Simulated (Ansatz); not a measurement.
# BH₅OSi: one structure at several levels

The task here is to estimate one member of a computed series from the others.

Program: Ansatz 0.2.0, Gaussian basis. Level of theory: single points in def2-TZVPP. These are calculated values, not measurements.

Correlated methods freeze the cores.

### The system as given

SMILES `OB[SiH3]`, 8 atoms, charge 0, spin multiplicity 1.

Atoms are counted from 1 here; the program's logs count them from 0.

Bond lengths: O1–B2 1.344 Å, O1–H4 0.934 Å, B2–Si3 1.986 Å, B2–H5 1.157 Å, Si3–H6 1.486 Å, Si3–H7 1.470 Å, Si3–H8 1.466 Å. Angles: B2–O1–H4 118.3°, O1–B2–Si3 116.5°, O1–B2–H5 120.5°, Si3–B2–H5 123.0°, B2–Si3–H6 114.7°, B2–Si3–H7 112.7°, B2–Si3–H8 115.2°, H6–Si3–H7 103.2°, H6–Si3–H8 105.6°, H7–Si3–H8 104.0°.

As a file:

```tsv
atom	x (Å)	y (Å)	z (Å)
O1	-1.34810	0.24110	-1.16500
B2	-0.29240	0.70290	-0.47370
Si3	0.63800	-0.60200	0.69930
H4	-1.80530	0.83350	-1.72310
H5	0.03740	1.80710	-0.57380
H6	0.66780	-0.23370	2.13830
H7	2.06020	-0.75520	0.36130
H8	0.11270	-1.97040	0.65280
```

Set-up of the first run:

The input, run/in.yaml:

```yaml
crystal:
  periodic: [false, false, false]
  atoms:
    - {symbol: O, position_ang: [-1.348100, 0.241100, -1.165000]}
    - {symbol: B, position_ang: [-0.292400, 0.702900, -0.473700]}
    - {symbol: Si, position_ang: [0.638000, -0.602000, 0.699300]}
    - {symbol: H, position_ang: [-1.805300, 0.833500, -1.723100]}
    - {symbol: H, position_ang: [0.037400, 1.807100, -0.573800]}
    - {symbol: H, position_ang: [0.667800, -0.233700, 2.138300]}
    - {symbol: H, position_ang: [2.060200, -0.755200, 0.361300]}
    - {symbol: H, position_ang: [0.112700, -1.970400, 0.652800]}
basis:
  gaussian: {orbitals: def2-TZVPP}
correlation: {method: ccsd_t}
output: {forces: true}
```

No record of the launch command was kept for these runs.

Steps of the session up to this table: CCSD(T)/def2-TZVPP; PBE0-D4/def2-TZVPP; wB97M-V/def2-TZVPP; r2SCAN-D4/def2-TZVPP; PBE-D4/def2-TZVPP; CAM-B3LYP-D4/def2-TZVPP; BHLYP-D4/def2-TZVPP.

One table of the session follows, with a row left open; its other results are not shown here.

```
      method  RMS force component (eV/Å)  angle to CCSD(T) forces (°)  dipole (D)
     CCSD(T)                       0.570                    reference        2.47
     PBE0-D4                       0.562                         14.9        2.45
     wB97M-V                           ?                            ?           ?
   r2SCAN-D4                       0.577                         10.1        2.45
      PBE-D4                       0.691                         14.9        2.44
CAM-B3LYP-D4                       0.554                         15.0        2.48
    BHLYP-D4                       0.461                         24.8        2.47
```

Estimate the missing values for wB97M-V.

As computed: RMS force component (eV/Å): 0.545; angle to CCSD(T) forces (°): 8.8; dipole (D): 2.51. In the column «RMS force component (eV/Å)» it lies between BHLYP-D4 (0.461) and CAM-B3LYP-D4 (0.554).
